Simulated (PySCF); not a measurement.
Unknowns

- shielding tensors at PBE0/pcSseg-1 (GIAO)
- spin–spin couplings from B3LYP/pcJ-1 (spin–dipole term left out of most H,H and C,H couplings)
- geometry: PBE0-D3(BJ)/def2-SVP
- program: PySCF 2.14.0 with density-fitted response routines
- non-relativistic Hamiltonian, a single conformation, in vacuum, one averaged value for each set of equivalent atoms

References, each an isolated molecule treated in the same way: TMS for ¹H (σ = 31.27 ppm), ¹³C (σ = 184.41 ppm). Multiplet labels drop J under 1 Hz and among equivalent protons, and merge close values. Unscaled 3J(H,H) run several per cent high. Where no couplings were computed, multiplicities follow the n + 1 count of equivalent neighbours, and m marks all less simple cases (inequivalent or close neighbours, rings, F or P nearby). Shifts are as computed. Against solution values, carbons near 30 ppm lie about +2 ppm off and those near 130 ppm about +5 ppm (rms about the fit 1.9 ppm; single classes can miss by 10 ppm). Of 1328 compounds with measured shifts, 309 miss one by over three times the rms of a fit or turn the order of signals round; such compounds aren't used in these exercises. Signals without a measured value on file couldn't be tested in this way; 1H shifts scatter by 0.2 ppm about their fit, and single ones miss by 0.5 ppm.

(1) C14H10. ¹H NMR (600 MHz, computed): δ 8.55 (m, 2H), 8.19 (m, 4H), 7.70 (m, 4H). ¹³C{¹H} NMR (computed): δ 134.8 (C), 134.4 (CH), 131.9 (CH), 131.1 (CH). What is it?

(2) C6H9N3Si. ¹H NMR (400 MHz, computed): δ 8.18 (s, 1H), 4.85 (s, 3H), 1.46 (m, 1H), 1.38 (m, 2H), 0.91 (m, 2H). ¹³C{¹H} NMR (computed): δ 163.7, 145.1, 144.8, 16.0, 13.9. Give a structure.

Answers

(1) `c1ccc2cc3ccccc3cc2c1`. Rings plus π bonds: 10 (3 rings in the answer). 4 carbon signals for 14 carbons: some carbons are equivalent by symmetry or fast rotation. Carbon types of the structure: 4 × C, 10 × CH, which accounts for all hydrogens. δC 134.8: ring-fusion aromatic carbon. δC 134.4, 131.9, 131.1: aromatic CH; the aromatic region. δH 8.55, 8.19, 7.70: hydrogen on an aromatic CH; it sits in the deshielding region of the aromatic ring current.

The shifts were computed for this structure.

(2) `[SiH3]c1nnncc1C1CC1`. Rings plus π bonds: 5 (2 rings in the answer). 5 carbon signals for 6 carbons: some carbons are equivalent by symmetry or fast rotation. Carbon types of the structure: 2 × C, 2 × CH, 2 × CH2, leaving 3 H on heteroatoms. δC 163.7: substituted aromatic carbon next to a ring nitrogen. δC 145.1: substituted aromatic carbon. δC 144.8: aromatic CH next to a ring nitrogen; the adjacent pyridine-type nitrogen withdraws density from it. δH 8.18: hydrogen on an aromatic CH next to a ring nitrogen; ring current plus the neighbouring ring nitrogen.

This is the structure that produced the data.
